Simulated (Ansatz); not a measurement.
# C3H2: one structure at several levels

One table from this session's results is given with a row withheld; the runs are named, their logs left out.

The runs use Ansatz 0.2.0, Gaussian basis; single points in def2-TZVPP.

Correlated methods freeze the cores.

## The starting structure

SMILES `C1=CC=1`, 5 atoms, charge 0, spin multiplicity 1.

Atoms are counted from 1 here; the program's logs count them from 0.

Bond lengths: C1–C2 1.479 Å, C1–C3 1.466 Å, C2–C3 1.343 Å, C2–H4 0.997 Å, C3–H5 1.025 Å. Angles: C2–C1–C3 54.3°, C1–C2–C3 62.4°, C1–C2–H4 154.3°, C3–C2–H4 143.1°, C1–C3–C2 63.3°, C1–C3–H5 147.7°, C2–C3–H5 148.7°.

Geometry (Å):

```csv
atom,x (Å),y (Å),z (Å)
C1,-0.4056,-0.0670,1.2144
C2,-0.4073,-0.5218,-0.1925
C3,0.3781,0.5207,0.1238
H4,-0.6641,-1.1292,-0.9405
H5,1.0111,1.2652,-0.1850
```

The first run:

The input, run/in.yaml:

```yaml
crystal:
  periodic: [false, false, false]
  atoms:
    - {symbol: C, position_ang: [-0.405600, -0.067000, 1.214400]}
    - {symbol: C, position_ang: [-0.407300, -0.521800, -0.192500]}
    - {symbol: C, position_ang: [0.378100, 0.520700, 0.123800]}
    - {symbol: H, position_ang: [-0.664100, -1.129200, -0.940500]}
    - {symbol: H, position_ang: [1.011100, 1.265200, -0.185000]}
basis:
  gaussian: {orbitals: def2-TZVPP}
correlation: {method: ccsd_t}
output: {forces: true}
```

No record of the launch command was kept for these runs.

Among the steps run: CCSD(T)/def2-TZVPP; PBE0-D4/def2-TZVPP; wB97M-V/def2-TZVPP; r2SCAN-D4/def2-TZVPP; PBE-D4/def2-TZVPP; B97M-V/def2-TZVPP; BHLYP-D4/def2-TZVPP.

One table of the session follows, with a row left open; its other results are not shown here.

| method | RMS force component (eV/Å) | angle to CCSD(T) forces (°) | dipole (D) |
| --- | --- | --- | --- |
| CCSD(T) | 2.082 | reference | 3.35 |
| PBE0-D4 | ? | ? | ? |
| wB97M-V | 2.360 | 5.9 | 3.42 |
| r2SCAN-D4 | 2.316 | 3.9 | 3.44 |
| PBE-D4 | 2.211 | 1.7 | 3.38 |
| B97M-V | 2.324 | 6.6 | 3.35 |
| BHLYP-D4 | 2.558 | 10.9 | 3.44 |

**Question.** Estimate the row for PBE0-D4.

As computed: RMS force component (eV/Å): 2.420; angle to CCSD(T) forces (°): 5.4; dipole (D): 3.42. In the column «RMS force component (eV/Å)» it lies between wB97M-V (2.360) and BHLYP-D4 (2.558).
